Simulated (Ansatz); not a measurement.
# S3: the cost of one run

Computed with Ansatz 0.2.0, driven from Python. Level of theory: Hartree-Fock/def2-SVP.

### Step 1. The system

Bond lengths: S1–S2 2.060 Å, S2–S3 2.060 Å. Angles: S1–S2–S3 104.9°.

No structure file is read: the coordinates are typed or built in the script.

### Step 2. The script

s3_freq.py reads:

```python
# -*- coding: utf-8 -*-
"""Harmonic frequencies of S3(2-) at its relaxed geometry."""

import itertools

import ansatz
from ase import Atoms
from ase.data import atomic_numbers, covalent_radii
from ase.thermochemistry import IdealGasThermo
import numpy as np

config = {
    "basis": "def2-SVP",
    "xc": "hf",
    "net_charge": -2,
}

atoms = Atoms(["S", "S", "S"], positions=[
    [-1.6326, -0.4206, 0.0],
    [-0.001, 0.837, 0.0],
    [1.6337, -0.4165, 0.0],
])
s3 = ansatz.Crystal.molecule_from_ase(atoms)

calc = s3.calculation()
calc = calc.basis(gaussian=config["basis"])
calc = calc.functional(config["xc"])
calc = calc.charge(config["net_charge"])
symbols = [site.symbol for site in s3.cartesian_sites]
start = np.array([site.position_ang for site in s3.cartesian_sites], dtype=float)
rep = calc.relax(force_tolerance=0.003).run(threads=1, backend="cpu").report
end = np.array(rep["positions_ang"])

# pairs closer than 1.2 times the sum of covalent radii, before or after
radius = [covalent_radii[atomic_numbers[s]] for s in symbols]
span = lambda where, i, j: np.linalg.norm(where[i] - where[j])
bonded = [(i, j) for i, j in itertools.combinations(range(len(symbols)), 2) if min(span(start, i, j), span(end, i, j)) < 1.2 * (radius[i] + radius[j])]
print("pair        before    after (A)")
for i, j in bonded:
    print(f"{symbols[i]}{i}-{symbols[j]}{j}".ljust(10), f"{span(start, i, j):8.4f} {span(end, i, j):8.4f}")

# frequencies need a stationary point, so they are taken at the relaxed geometry
minimum = ansatz.Crystal.molecule()
for symbol, place in zip(symbols, end):
    minimum = minimum.atom(symbol, place.tolist())
vibrating = (
    minimum.calculation()
    .basis(gaussian=config["basis"])
    .functional(config["xc"])
    .charge(config["net_charge"])
    .phonons(temperatures=(298.15, 498.15, 100))
)
vib = vibrating.run(threads=1, backend="cpu").report["vibrations"]
sums = vib["harmonic_sums"]
modes = [m["omega_inv_cm"] for m in sums["modes_at_gamma"] if m["rigid_motion"] == "no"]
print("frequencies (1/cm):", " ".join(f"{w:.0f}" for w in modes))
print("imaginary modes:", sum(w < 0 for w in modes), " zero-point energy:", round(sums["zero_point_energy_ev"], 4), "eV")
# rigid rotor and ideal gas, symmetry number taken as one
gas = IdealGasThermo(vib_energies=[w / 8065.544 for w in modes if w > 0], geometry="linear" if len(modes) == 3 * len(symbols) - 5 else "nonlinear",
                     atoms=Atoms(symbols, positions=end), symmetrynumber=1, spin=0.0)
print(f"H(298 K) - E = {gas.get_enthalpy(298.15, verbose=False):.4f} eV")
print(f"S(298 K, 1 bar) = {96485.33 * gas.get_entropy(298.15, 1e5, verbose=False):.1f} J/(mol K) with symmetry number 1")
```

### Step 3. The input behind the calls

The package turns the script's settings into the engine's input (first run):

```yaml
crystal:
  periodic: [false, false, false]
  atoms:
    - { symbol: S, position_ang: [-1.6326, -0.4206, 0.0] }
    - { symbol: S, position_ang: [-0.001, 0.837, 0.0] }
    - { symbol: S, position_ang: [1.6337, -0.4165, 0.0] }
basis:
  gaussian:
    orbitals: def2-SVP
hamiltonian:
  xc: hf
total_charge: -2.0
relax:
  f_tol: 0.003
```

### Step 4. Running it

On the command line:

```
$ python s3_freq.py
```

What time and memory should one allow on 1 thread of Arm Neoverse V1, shared host?

About 5.5 s, with a peak of 0.22 GiB.
